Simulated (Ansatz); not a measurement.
hydrogen sulfide (SMILES S) moved off its minimum; all values from Ansatz (a quantum-chemistry and plane-wave program), cores frozen in correlated methods.
(charge 0, multiplicity 1)
```xyz
3

S     -0.0350     0.1696     0.0572
H     -0.8980    -0.9869    -0.0119
H      1.0164    -0.7435    -0.1325
```

```json
[
 {"level": "HF/def2-TZVPP", "largest force (eV/Å)": "3.92", "on atom": "S1", "rms difference from CCSD(T)/aug-cc-pV(T+d)Z (eV/Å)": "0.373", "dipole (D)": "1.12"},
 {"level": "PBE/def2-TZVPP", "largest force (eV/Å)": "2.56", "on atom": "S1", "rms difference from CCSD(T)/aug-cc-pV(T+d)Z (eV/Å)": "0.211", "dipole (D)": "1.07"},
 {"level": "r2SCAN/def2-TZVPP", "largest force (eV/Å)": "2.97", "on atom": "S1", "rms difference from CCSD(T)/aug-cc-pV(T+d)Z (eV/Å)": "0.027", "dipole (D)": "1.12"},
 {"level": "B3LYP/def2-TZVPP", "largest force (eV/Å)": "2.97", "on atom": "S1", "rms difference from CCSD(T)/aug-cc-pV(T+d)Z (eV/Å)": "0.039", "dipole (D)": "1.05"},
 {"level": "wB97M-V/def2-TZVPP", "largest force (eV/Å)": "3.14", "on atom": "S1", "rms difference from CCSD(T)/aug-cc-pV(T+d)Z (eV/Å)": "0.050", "dipole (D)": "1.05"},
 {"level": "MP2/aug-cc-pV(T+d)Z", "largest force (eV/Å)": "3.29", "on atom": "S1", "rms difference from CCSD(T)/aug-cc-pV(T+d)Z (eV/Å)": "0.124", "dipole (D)": "0.99"},
 {"level": "CCSD(T)/aug-cc-pV(T+d)Z", "largest force (eV/Å)": "3.03", "on atom": "S1", "rms difference from CCSD(T)/aug-cc-pV(T+d)Z (eV/Å)": "0.000", "dipole (D)": "0.95"}
]
```

The differences count from one level among others, with limits of its own. Forces at CCSD(T)/aug-cc-pV(T+d)Z (eV/Å):

| atom | Fx | Fy | Fz |
|---|---|---|---|
| S1 | -0.139 | -3.006 | -0.344 |
| H2 | 0.989 | 1.843 | 0.140 |
| H3 | -0.850 | 1.163 | 0.203 |
